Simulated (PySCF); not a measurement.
**Ionising SiH**

r²SCAN; PySCF, no relativity, basis sets Si def2-SVPD, H def2-SVPD. Neutral (UKS): doublet (π ↑), Re = 1.538 Å, ωe = 2017 cm⁻¹, De = 3.10 eV, HOMO -4.80 eV, LUMO -3.97 eV.

SiH⁻ (UKS): triplet (π ↑↑), Re = 1.566 Å, ωe = 1827 cm⁻¹. The energies at the minima are -289.85865 hartree for SiH and -289.89947 for SiH⁻.

Work out the adiabatic electron affinity, without and with harmonic zero-point energies (1 hartree = 27.2114 eV, 1 eV = 8065.5 cm⁻¹), and the change of the bond length.

At r²SCAN: 0.04082 hartree = 1.111 eV between the minima; the zero-point term (2017.0 − 1827.0)/2 cm⁻¹ = +0.012 eV makes it 1.123 eV. Re changes by +2.8 pm against the neutral. The electron enters a π orbital, which is non-bonding in a hydride.

The highest Kohn–Sham level is positive in this anion. Much of that is self-interaction error, but it also means that the finite basis helps to hold the extra electron. States were picked by a PBE0 search and need not be the measured ground states.
